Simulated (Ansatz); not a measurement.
A made-up structure of C2H4, closed shell:

```
6
angstrom
C -0.0979 -0.7167 -0.1600
C 0.0979 0.7167 0.1600
H 0.0359 -1.5823 0.6820
H -0.4004 -1.0854 -1.2773
H -0.0359 1.5823 -0.6820
H 0.4004 1.0854 1.2773
```

It is relaxed with PBE-D4/def2-SVP and then PBE0-D4/def2-TZVP (Ansatz 0.2.0). Atoms count as bonded within 1.22 times the sum of their covalent radii (H–H: 0.88 Å). The end point is not checked to be a true minimum.

Task: Does its bonding change? (A judgement: the text doesn't fix the answer.)

Result: The calculation gives: No: no bond forms or breaks.

Where it ends: The first stage lowers the energy by 1.17 eV in 5 steps. It ends as C₂H₄ (C=C):
```
6
angstrom
C -0.0875 -0.6399 -0.1428
C 0.0874 0.6399 0.1428
H 0.0320 -1.4127 0.6090
H -0.3573 -0.9691 -1.1405
H -0.0321 1.4127 -0.6089
H 0.3576 0.9690 1.1405
```

For scale, one of the runs: PBE0-D4/def2-TZVP relaxation, 86 basis functions, launched by `ansatz run in.yaml --threads 2 --pin off --events-out ev --progress --plain --max-ram 4352MiB`. Hardware: 2 CPU threads of an Arm Neoverse V1, shared host. Wall time about 3.7 s.
